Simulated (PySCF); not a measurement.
## Working with the constants of F₂⁻

UHF-CCSD(T) constants of F₂⁻, doublet, unpaired electrons σ ↑ (basis F aug-cc-pVDZ-DK; spin-free X2C with a Gaussian nucleus; PySCF 2.14; masses 18.9984 and 18.9984 u):

| Quantity | Value |
| --- | --- |
| ωe | 452.5 cm⁻¹ |
| ωexe | 5.95 cm⁻¹ |
| Be | 0.47162 cm⁻¹ |
| αe | 0.00761 cm⁻¹ |
| D (centrifugal) | 2.05e-06 cm⁻¹ |

Task: Give the vibrational terms G(v) and spacings up to v = 6.

Result: G(v) = ωe(v+½) − ωexe(v+½)².

| v | G(v) (cm⁻¹) | G(v) − G(v−1) | Bv (cm⁻¹) |
| --- | --- | --- | --- |
| 0 | 225 |  | 0.4678 |
| 1 | 665 | 441 | 0.4602 |
| 2 | 1094 | 429 | 0.4526 |
| 3 | 1511 | 417 | 0.4450 |
| 4 | 1916 | 405 | 0.4374 |
| 5 | 2309 | 393 | 0.4298 |
| 6 | 2690 | 381 | 0.4222 |

Correlated steps freeze 2 core orbitals. The state was picked by a PBE0 search and need not be the measured ground state.
